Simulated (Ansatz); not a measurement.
Molecule: H2O (charge +1, doublet). 
Geometry from a B3LYP-D3(BJ)/def2-TZVP (Ansatz, a quantum-chemistry and plane-wave program) optimisation:
```xyz
3

O     -0.0024     0.0001     0.1156
H      0.0028     0.8250    -0.4633
H      0.0166    -0.8260    -0.4614
```
Charge +1, spin multiplicity 2.

Basis-set convergence of Hartree-Fock and CCSD(T) correlation energies (hartree) with Ansatz. Valence correlation only, unless marked. Open shells are spin-unrestricted. No spin-orbit coupling. No relativistic terms.

| basis | functions | E(HF) | E(corr, CCSD(T)) |
|---|---|---|---|
| def2-SVP | 24 | -75.56410 | -0.17183 |
| def2-TZVPP | 59 | -75.66102 | -0.21789 |
| def2-QZVPP | 117 | -75.66444 | -0.23375 |

Extrapolating the two largest sets (X = 3 and 4) as X^-3: E(corr) = (64·(-0.23375) - 27·(-0.21789))/37 = -0.2453 Eh, an estimate of the basis-set limit. The largest set recovers 95.3 % of it, the smallest 70.0 %.
